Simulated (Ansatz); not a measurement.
# ClH7Si2: the cost of one run

All numbers below are computed with Ansatz 0.2.0 (RKS PBE0/def2-SVPD).

## (1) The structure to begin with

Bond lengths: Si1–Si2 2.589 Å, Si1–H3 1.468 Å, Si1–H4 1.467 Å, Si1–Cl5 2.073 Å, Si2–H8 1.461 Å, Si2–H9 1.479 Å, Si2–H10 1.465 Å. Angles: Si1–Si2–H8 109.3°, Si1–Si2–H9 114.8°, Si1–Si2–H10 106.8°, H8–Si2–H9 105.0°, H8–Si2–H10 117.8°, H9–Si2–H10 103.4°, Si2–Si1–H3 110.8°, Si2–Si1–H4 117.1°, Si2–Si1–Cl5 114.8°, H3–Si1–H4 105.6°, H3–Si1–Cl5 106.6°, H4–Si1–Cl5 100.9°.

Coordinates:

```xyz
10

Si   -0.7173    1.0329    0.3945
Si    0.1990   -1.3574    0.0084
H    -1.4081    1.5261   -0.8028
H    -1.6646    1.2137    1.4996
Cl    0.7193    2.4475    0.8757
H     1.1513   -0.0844   -1.0040
H     0.7143    0.7585   -0.7989
H     1.5617   -1.4413    0.5298
H    -0.5455   -2.4280    0.7059
H    -0.0100   -1.6676   -1.4082
```

## (2) A restrained relaxation towards end A

Springs on the bonds that form and break draw the guess towards this end; the thresholds are loose.

input.yaml reads:

```yaml
crystal:
  periodic: [false, false, false]
  atoms:
    - { symbol: Si, position_ang: [-0.7173, 1.0329, 0.3945] }
    - { symbol: Si, position_ang: [0.199, -1.3574, 0.0084] }
    - { symbol: H, position_ang: [-1.4081, 1.5261, -0.8028] }
    - { symbol: H, position_ang: [-1.6646, 1.2137, 1.4996] }
    - { symbol: Cl, position_ang: [0.7193, 2.4475, 0.8757] }
    - { symbol: H, position_ang: [1.1513, -0.0844, -1.004] }
    - { symbol: H, position_ang: [0.7143, 0.7585, -0.7989] }
    - { symbol: H, position_ang: [1.5617, -1.4413, 0.5298] }
    - { symbol: H, position_ang: [-0.5455, -2.428, 0.7059] }
    - { symbol: H, position_ang: [-0.01, -1.6676, -1.4082] }
basis:
  gaussian: { orbitals: def2-SVPD }
hamiltonian:
  xc: pbe0
relax:
  f_tol: 0.15
  max_steps: 25
  restrain:
    - { distance: [0, 6], at: 2.72, k: 30.0 }
    - { distance: [5, 1], at: 2.72, k: 30.0 }
    - { distance: [0, 1], at: 2.22, k: 30.0 }
    - { distance: [5, 6], at: 0.62, k: 30.0 }
output:
  orbitals: {}
```

The run is started by

```sh
> ansatz run input.yaml --threads 4 --pin off --max-ram 5120MiB --backend cpu --events-out ev --progress --plain --runs-dir out
```

Q: Estimate wall time and peak memory on 4 threads of Arm Neoverse N1, shared host.

About 25 s, with a peak of 0.32 GiB.
